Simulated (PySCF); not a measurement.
# One shape, several levels: doublet [C5H6]+

We compute a comparison of 6 runs (U-revPBE/def2-SVP, U-wB97X/def2-SVP, UB3LYP/def2-SVP, UCAM-B3LYP/def2-SVP, UM06-L/def2-SVP, UTPSS/def2-SVP) of doublet [C5H6]+. 

The calculation is run with PySCF 2.14.0.

2 further runs of the same task are left out: 2 set aside as unsound or not needed.

**1. The system as given**

[C5H6]+: 11 atoms, total charge +1, spin state doublet. As SMILES of the parent species, `C#CC(=C)C`. The shape is that of a PBE0-D4/def2-TZVP optimisation. That shape belongs to the parent species and isn't relaxed for this state.

Bond lengths: C1–C2 1.203 Å, C2–C3 1.426 Å, C3–C4 1.335 Å, C3–C5 1.500 Å, C1–H6 1.064 Å, C4–H7 1.084 Å, C4–H8 1.082 Å, C5–H9 1.093 Å, C5–H10 1.093 Å, C5–H11 1.090 Å. Some angles: C1–C2–C3 177.6°, C2–C3–C4 120.8°, C2–C3–C5 116.1°, C4–C3–C5 123.1°, C2–C1–H6 179.2°, C3–C4–H7 120.7°, C3–C4–H8 121.4°, C3–C5–H9 110.6°, C3–C5–H10 110.6°, C3–C5–H11 110.8°.

**2. A single-point energy at U-revPBE/def2-SVP (run 1)**

Contents of calc.py:

```python
from pyscf import gto, dft

mol = gto.M(
    atom='''
C     -1.345100     1.765600     1.023600
C     -0.786700     0.836000     0.502900
C     -0.073000    -0.237900    -0.105500
C     -0.718400    -1.309500    -0.570900
C      1.416500    -0.080200    -0.182900
H     -1.852900     2.580700     1.482100
H     -0.174900    -2.125300    -1.033200
H     -1.795300    -1.393800    -0.500600
H      1.842600     0.040200     0.816500
H      1.678700     0.815000    -0.752400
H      1.874100    -0.947800    -0.659100
''',
    verbose=3,
    basis='def2-svp',
    max_memory=1860,
    spin=1,
    charge=1,
)

ks = dft.UKS(mol, xc='revpbe')
ks.conv_tol = 1e-10
ks.grids.level = 5
ks.kernel()
if not ks.converged:
    ks = ks.newton().run(ks.mo_coeff, ks.mo_occ)

energy = ks.e_tot
print('E(%s) = %.9f' % ('REVPBE', energy))
```

On the command line:

```console
$ OMP_NUM_THREADS=1 python calc.py
```

Standard output:

```text
WARN: HOMO -0.296294366555392 >= LUMO -0.296294366555391

converged SCF energy = -193.529961055605  <S^2> = 0.75727018  2S+1 = 2.007257
E(REVPBE) = -193.529961056
```

Run time: 62 s. Hardware: 1 thread of Arm Neoverse V2, shared host; peak memory 0.53 GiB.

**3. The energy at U-wB97X/def2-SVP (run 2)**

Contents of input.xyz:

```xyz
11

C     -1.345100     1.765600     1.023600
C     -0.786700     0.836000     0.502900
C     -0.073000    -0.237900    -0.105500
C     -0.718400    -1.309500    -0.570900
C      1.416500    -0.080200    -0.182900
H     -1.852900     2.580700     1.482100
H     -0.174900    -2.125300    -1.033200
H     -1.795300    -1.393800    -0.500600
H      1.842600     0.040200     0.816500
H      1.678700     0.815000    -0.752400
H      1.874100    -0.947800    -0.659100
```

Contents of input.py:

```python
from pyscf import gto, dft

molecule = gto.M(
    atom='input.xyz',
    charge=1,
    max_memory=1860,
    verbose=3,
    basis='def2-svp',
    spin=1,
)

mf = dft.UKS(molecule)
mf.xc = 'wb97x'
mf.conv_tol = 1e-10
mf.grids.level = 5
mf.kernel()
if not mf.converged:
    mf = mf.newton().run(mf.mo_coeff, mf.mo_occ)

e_tot = mf.e_tot
print('Final energy', e_tot)
```

On the command line:

```console
$ OMP_NUM_THREADS=1 python input.py
```

Standard output:

```text
converged SCF energy = -193.51641649923  <S^2> = 0.78470023  2S+1 = 2.0344043
Final energy -193.5164164992301
```

Run time: 86 s. Hardware: 1 thread of Arm Neoverse V2, shared host; peak memory 0.54 GiB.

Runs 3 to 5 aren't shown in full; the table further down has their settings and results.

**4. The energy at UTPSS/def2-SVP (run 6)**

Contents of geometry.xyz:

```xyz
11

C     -1.345100     1.765600     1.023600
C     -0.786700     0.836000     0.502900
C     -0.073000    -0.237900    -0.105500
C     -0.718400    -1.309500    -0.570900
C      1.416500    -0.080200    -0.182900
H     -1.852900     2.580700     1.482100
H     -0.174900    -2.125300    -1.033200
H     -1.795300    -1.393800    -0.500600
H      1.842600     0.040200     0.816500
H      1.678700     0.815000    -0.752400
H      1.874100    -0.947800    -0.659100
```

Contents of calc.py:

```python
from pyscf import gto, dft

mol = gto.Mole()
mol.atom = 'geometry.xyz'
mol.verbose = 3
mol.charge = 1
mol.max_memory = 1860
mol.basis = 'def2-svp'
mol.spin = 1
mol.build()

ks = dft.UKS(mol)
ks.xc = 'tpss'
ks.conv_tol = 1e-10
ks.grids.level = 5
ks.kernel()
if not ks.converged:
    ks = ks.newton().run(ks.mo_coeff, ks.mo_occ)

e_tot = ks.e_tot
print('E = %.10f Eh' % e_tot)
```

On the command line:

```console
$ OMP_NUM_THREADS=1 python calc.py
```

Standard output:

```text
WARN: HOMO -0.300556279644302 >= LUMO -0.300556279644303

converged SCF energy = -193.623791999074  <S^2> = 0.75974778  2S+1 = 2.0097241
E = -193.6237919991 Eh
```

It took 2.9 min on 1 thread of Arm Neoverse V2, shared host; peak memory 0.58 GiB.

**5. All runs side by side**

| run | level | energy (Eh) | HOMO energy (eV) | LUMO energy (eV) | ⟨S²⟩ | wall time |
| --- | --- | --- | --- | --- | --- | --- |
| 1 | U-revPBE/def2-SVP | -193.529961 | -13.00 | -11.91 | 0.757 | 62 s |
| 2 | U-wB97X/def2-SVP | -193.516416 | -16.54 | -9.03 | 0.785 | 86 s |
| 3 | UB3LYP/def2-SVP | -193.582614 | -13.94 | -11.33 | 0.764 | 61 s |
| 4 | UCAM-B3LYP/def2-SVP | -193.454775 | -15.52 | -10.02 | 0.777 | 83 s |
| 5 | UM06-L/def2-SVP | -193.550052 | -13.25 | -11.84 | 0.760 | 2.5 min |
| 6 | UTPSS/def2-SVP | -193.623792 | -13.09 | -11.83 | 0.760 | 2.9 min |

**6. What came out**

| quantity | value |
| --- | --- |
| run 6: total energy | -193.62379 Eh |
| run 6: HOMO energy (highest over α and β) | -13.09 eV |
| run 6: LUMO energy (lowest over α and β) | -11.83 eV |
| run 6: ⟨S²⟩ | 0.760 |

In words: Totals of different functionals can't be ranked against each other. All runs together took 10 min, the longest 2.9 min.
